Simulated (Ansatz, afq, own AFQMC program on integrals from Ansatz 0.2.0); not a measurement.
Ga, doublet in aug-cc-pVDZ, levels against full CI

A free Ga atom.

Basis aug-cc-pVDZ. Noble-gas cores (and the filled d shells of Ga–Kr and In–Xe) are frozen. AFQMC by an in-house program on the Cholesky factors that Ansatz 0.2.0 writes for its CCSD(T) run. The CISD trial takes its coefficients from CCSD amplitudes. Released means that phaseless walkers are propagated on without the constraint, phases kept. Free projection: walkers drawn from exp(T), propagated without any constraint. Its projection time is finite, and what remains of the start isn't in its error. Error bars are statistical, one sigma. No spin–orbit coupling.

Determinant: UHF, the one that the program's search chose, which needn't be the lowest solution.

Full CI on the same integrals is exact in this basis and with this determinant's frozen core.

Cautions: no relativity below Rb; no spin-orbit coupling; inner d shell frozen.

```
T1 diagnostic                               : 0.0130
weight of the determinant in the CISD state : 0.942
⟨S²⟩ of the determinant                     : 0.763
size of the correlated space                : 3 electrons in 22 orbitals
```

```csv
level,correlation energy (eV)
MP2,-0.7989
CCSD,-1.2007
CCSD(T),-1.2165
```

Task: Estimate where free-projection AFQMC lies against CCSD(T) on the same integrals.

Result: 0.16 ± 0.006 kcal/mol below CCSD(T).

Reference: full CI, correlation energy -1.224 eV. The released energy is read at 2.40 1/Eh (meV from the phaseless value at times in 1/Eh: -0.5 ± 0.3 at 0.24, -1.1 ± 0.4 at 0.51, -1.5 ± 0.3 at 0.99, -2.28 ± 0.21 at 1.62, -2.42 ± 0.17 at 2.40).

| level | E − E(reference) (kcal/mol) | share of correlation (%) |
| --- | --- | --- |
| CCSD(T) | 0.17 | 99.39 |
| ph-AFQMC/HF | 0.83 ± 0.34 | 97.05 |
| ph-AFQMC/CISD | 0.06 ± 0.008 | 99.80 |
| released AFQMC | 0.00 ± 0.004 | 100.00 |
| free AFQMC | 0.01 ± 0.006 | 99.98 |

Free projections are given only where their last times agree within the noise and don't stop above the reference; a slow remainder of the start can still hide under it. A walk keeps the symmetry of its determinant, which the program's search chose and which needn't be the lowest solution, so a lower state of the same spin and another symmetry isn't excluded. Released energies are given only where the last usable release times agree within the noise; a slower fall can still hide under it.
